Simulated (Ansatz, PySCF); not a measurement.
Pair of molecules: CH5N (SMILES CN) (first 7 atoms) with CH5N (SMILES CN); geometry from S66by8 set.
(charge 0, multiplicity 1):
```xyz
14

N     -2.0843     0.3172    -0.6912
H     -1.2557    -0.2677    -0.7416
H     -2.7462    -0.0725    -1.3495
C     -2.6443     0.2376     0.6562
H     -3.5384     0.8555     0.7174
H     -2.9084    -0.7696     0.9937
H     -1.9260     0.6449     1.3653
N      2.2554    -0.8106    -0.4192
H      2.5516    -0.5361    -1.3472
H      2.8789    -1.5583    -0.1440
C      2.4156     0.3246     0.4945
H      2.1454     0.0099     1.5001
H      3.4230     0.7463     0.5315
H      1.7231     1.1103     0.2018
```

Counterpoise-corrected where a basis set is named; no monomer relaxation.

Correlated levels freeze the cores.

The values were computed with Ansatz (Gaussian orbitals); PySCF for the dispersion terms. Each number belongs to the level named beside it.

PBE/def2-TZVPPD gives -1.09 kcal/mol for the interaction energy.

Q: Predict the shift from PBE, with its sign, for: PBE-D3(BJ)/def2-TZVPPD, r2SCAN/def2-TZVPPD, PBE0/def2-TZVPPD, wB97M-V/def2-TZVPPD, MP2/aug-cc-pVDZ, CCSD(T)/aug-cc-pVDZ.

A: PBE-D3(BJ)/def2-TZVPPD -0.37; r2SCAN/def2-TZVPPD 0.06; PBE0/def2-TZVPPD 0.06; wB97M-V/def2-TZVPPD -0.21; MP2/aug-cc-pVDZ -0.20; CCSD(T)/aug-cc-pVDZ -0.19 kcal/mol. 2 of 6 lie above PBE; the widest gap is to PBE-D3(BJ)/def2-TZVPPD. Against computed benchmark interaction energy, Řezáč et al., J. Chem. Theory Comput. 7, 2427 (2011), S66x8, -1.31 kcal/mol, PBE differs by 0.22 kcal/mol.

Ansatz is a first-principles code.
